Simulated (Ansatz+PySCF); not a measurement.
**doublet CH₅N(+): levels of theory in one basis**

```xyz
7

H    -0.0167    0.9506   -1.3463
C     0.0549    0.0007   -0.8595
N     0.0077    0.0081    0.5999
H    -0.0160   -0.9497   -1.3511
H    -0.9736    0.0032    0.9547
H     0.4567    0.8292    0.9976
H     0.4662   -0.8184    0.9970
```

Basis set: cc-pVTZ (spherical functions). Frozen core: 2 orbitals. Correlation on ROHF uses semicanonical orbitals with singles. Charge 1, multiplicity 2.

Computed with Ansatz (development build ahead of 0.2.0); each method stands on the lowest determinant of its kind that the runs found.

```json
{"method": "ROHF", "E − E(ROHF) (eV)": "0.00", "<S²> of the determinant": "0.75"}
{"method": "UHF", "E − E(ROHF) (eV)": "-0.14", "<S²> of the determinant": "0.76"}
{"method": "ROHF-MP2", "E − E(ROHF) (eV)": "-9.89", "<S²> of the determinant": "–"}
{"method": "UHF-MP2", "E − E(ROHF) (eV)": "-9.88", "<S²> of the determinant": "0.76"}
```
